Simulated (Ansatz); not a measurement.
Process, species as SMILES: C(=S)=S + 4 [H][H] (H2) → C (CH4) + 2 S (H2S)
B3LYP-D3(BJ)/def2-TZVP geometries, fixed; electronic energies without zero-point terms.
Largest species:
```
C
H 1 1.0892
H 1 1.0892 2 109.47
H 1 1.0892 2 109.47 3 120.00
H 1 1.0892 2 109.47 3 -120.00
```
Charge 0, spin multiplicity 1.

Basis-set convergence of the energy of full hydrogenation at CCSD(T) with Ansatz (an electronic-structure program). Cartesian d functions, on some or all atoms, in 6-31G*, 6-31+G*, 6-311G**, 6-311+G**; all else is spherical. Cores are frozen. No added dispersion term, no relativity. Functions are those of the species that has most. Reference: Hartree-Fock in aug-cc-pV(Q+d)Z plus the correlation part extrapolated as X^-3 from aug-cc-pV(T+d)Z and aug-cc-pV(Q+d)Z, -70.50 kcal/mol, itself unsure by roughly 0.29 kcal/mol (a third of the extrapolation step and of the last Hartree-Fock step). Deviations are taken from unrounded values.

```json
[
 {"basis": "def2-SVP", "functions": "50", "energy of full hydrogenation (kcal/mol)": "-71.43"},
 {"basis": "def2-SVPD", "functions": "74", "energy of full hydrogenation (kcal/mol)": "-80.45"},
 {"basis": "pcseg-1", "functions": "50", "energy of full hydrogenation (kcal/mol)": "-68.03"},
 {"basis": "aug-pcseg-1", "functions": "77", "energy of full hydrogenation (kcal/mol)": "-71.98"},
 {"basis": "6-31G*", "functions": "53", "energy of full hydrogenation (kcal/mol)": "-47.56"},
 {"basis": "6-31+G*", "functions": "65", "energy of full hydrogenation (kcal/mol)": "-48.10"},
 {"basis": "cc-pV(D+d)Z", "functions": "60", "energy of full hydrogenation (kcal/mol)": "-68.11"},
 {"basis": "aug-cc-pV(D+d)Z", "functions": "87", "energy of full hydrogenation (kcal/mol)": "-73.97"},
 {"basis": "6-311G**", "functions": "72", "energy of full hydrogenation (kcal/mol)": "-66.16"},
 {"basis": "6-311+G**", "functions": "84", "energy of full hydrogenation (kcal/mol)": "-65.35"},
 {"basis": "pcseg-2", "functions": "98", "energy of full hydrogenation (kcal/mol)": "-70.60"},
 {"basis": "aug-pcseg-2", "functions": "146", "energy of full hydrogenation (kcal/mol)": "-70.51"},
 {"basis": "def2-TZVP", "functions": "105", "energy of full hydrogenation (kcal/mol)": "-63.55"},
 {"basis": "def2-TZVPD", "functions": "129", "energy of full hydrogenation (kcal/mol)": "-64.62"},
 {"basis": "cc-pV(T+d)Z", "functions": "108", "energy of full hydrogenation (kcal/mol)": "-69.85"},
 {"basis": "aug-cc-pV(T+d)Z", "functions": "156", "energy of full hydrogenation (kcal/mol)": "-71.82"},
 {"basis": "def2-TZVPP", "functions": "115", "energy of full hydrogenation (kcal/mol)": "-69.56"},
 {"basis": "def2-TZVPPD", "functions": "139", "energy of full hydrogenation (kcal/mol)": "-70.84"},
 {"basis": "cc-pV(Q+d)Z", "functions": "183", "energy of full hydrogenation (kcal/mol)": "-70.56"},
 {"basis": "aug-cc-pV(Q+d)Z", "functions": "264", "energy of full hydrogenation (kcal/mol)": "-70.83"},
 {"basis": "pcseg-3", "functions": "192", "energy of full hydrogenation (kcal/mol)": "-71.27"},
 {"basis": "aug-pcseg-3", "functions": "281", "energy of full hydrogenation (kcal/mol)": "-71.08"},
 {"basis": "def2-QZVPP", "functions": "197", "energy of full hydrogenation (kcal/mol)": "-70.64"},
 {"basis": "def2-QZVPPD", "functions": "221", "energy of full hydrogenation (kcal/mol)": "-70.88"}
]
```

What the diffuse functions change, pair by pair:
- def2-SVP to def2-SVPD: 24 more functions, deviation -0.94 to -9.95 kcal/mol
- pcseg-1 to aug-pcseg-1: 27 more functions, deviation 2.46 to -1.48 kcal/mol
- 6-31G* to 6-31+G*: 12 more functions, deviation 22.94 to 22.40 kcal/mol
- cc-pV(D+d)Z to aug-cc-pV(D+d)Z: 27 more functions, deviation 2.39 to -3.47 kcal/mol
- 6-311G** to 6-311+G**: 12 more functions, deviation 4.34 to 5.15 kcal/mol
- pcseg-2 to aug-pcseg-2: 48 more functions, deviation -0.10 to -0.01 kcal/mol
- def2-TZVP to def2-TZVPD: 24 more functions, deviation 6.95 to 5.88 kcal/mol
- cc-pV(T+d)Z to aug-cc-pV(T+d)Z: 48 more functions, deviation 0.65 to -1.32 kcal/mol
- def2-TZVPP to def2-TZVPPD: 24 more functions, deviation 0.93 to -0.34 kcal/mol
- cc-pV(Q+d)Z to aug-cc-pV(Q+d)Z: 81 more functions, deviation -0.06 to -0.33 kcal/mol
- pcseg-3 to aug-pcseg-3: 89 more functions, deviation -0.77 to -0.58 kcal/mol
- def2-QZVPP to def2-QZVPPD: 24 more functions, deviation -0.14 to -0.38 kcal/mol

Leaving out the reference's own pair, they bring the value nearer the reference by more than 0.29 kcal/mol in 4 of 11 pairs.
